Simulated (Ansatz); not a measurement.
# Relative stability

The two ends of one reaction step of SiH₆O₂, singlet (PBE0-D4/def2-TZVP).

A:

```
9
angstrom
Si -1.2376 -0.8648 0.3466
H -0.6822 -1.8978 -0.5768
H -2.7054 -1.0481 0.4501
H -0.6220 -1.1025 1.6854
O -0.9772 0.6557 -0.1955
H 2.2911 1.2955 0.2812
O 1.7443 1.2664 -0.5075
H -0.0541 0.9266 -0.3235
H 2.2430 0.7690 -1.1601
```

B:

Si1  (-1.018, 0.191, -0.218)
H2  (2.265, -1.109, 1.209)
H3  (-2.135, 0.934, -0.845)
H4  (-1.468, -1.020, 0.506)
O5  (-0.333, 1.283, 0.797)
H6  (1.939, -1.082, 0.537)
O7  (0.026, -0.391, -1.346)
H8  (0.372, 0.973, 1.367)
H9  (0.352, 0.222, -2.007)
(Å)

Ansatz 0.2.0; basis: def2-TZVPP; cores frozen in the correlated methods. B3LYP uses VWN-RPA correlation.

Problem. Which structure is lower at CCSD(T), and by how much? (An estimate is asked for; the value comes from the calculation.)

Solution. Computed: B, by 68.5 kJ/mol (electronic energy, against the other). By their contacts, A is a complex of SiH₄O ([OH][SiH3]) + H₂O and B is a complex of SiH₄O₂ ([OH][SiH2][OH]) + H₂.

All methods give the same order:

```json
{"method": "SPW92", "E(B) − E(A) (kJ/mol)": "-57.2"}
{"method": "PBE-D4", "E(B) − E(A) (kJ/mol)": "-62.0"}
{"method": "BLYP-D4", "E(B) − E(A) (kJ/mol)": "-69.1"}
{"method": "r2SCAN-D4", "E(B) − E(A) (kJ/mol)": "-72.1"}
{"method": "B97M-V", "E(B) − E(A) (kJ/mol)": "-68.6"}
{"method": "PBE0-D4", "E(B) − E(A) (kJ/mol)": "-62.0"}
{"method": "B3LYP-D4", "E(B) − E(A) (kJ/mol)": "-68.3"}
{"method": "r2SCAN0-D4", "E(B) − E(A) (kJ/mol)": "-70.1"}
{"method": "BHLYP-D4", "E(B) − E(A) (kJ/mol)": "-69.0"}
{"method": "CAM-B3LYP-D4", "E(B) − E(A) (kJ/mol)": "-68.3"}
{"method": "wB97X-V", "E(B) − E(A) (kJ/mol)": "-68.3"}
{"method": "wB97M-V", "E(B) − E(A) (kJ/mol)": "-70.1"}
{"method": "B2PLYP", "E(B) − E(A) (kJ/mol)": "-69.4"}
{"method": "PBE-QIDH", "E(B) − E(A) (kJ/mol)": "-66.7"}
{"method": "RPA on PBE", "E(B) − E(A) (kJ/mol)": "-66.7"}
{"method": "HF", "E(B) − E(A) (kJ/mol)": "-69.0"}
{"method": "MP2", "E(B) − E(A) (kJ/mol)": "-74.0"}
{"method": "CCSD", "E(B) − E(A) (kJ/mol)": "-67.5"}
{"method": "CCSD(T)", "E(B) − E(A) (kJ/mol)": "-68.5"}
```

T1 diagnostic: at most 0.011.

Labels in which every atom is bracketed show which atoms are joined, not bond orders.

For scale, one of the runs: CCSD(T)/def2-TZVPP, 188 basis functions (an equivalent command: `ansatz run in.yaml --threads 2`). Hardware: 2 CPU threads, shared host. Wall time 30 s; peak host memory 2.2 GiB.
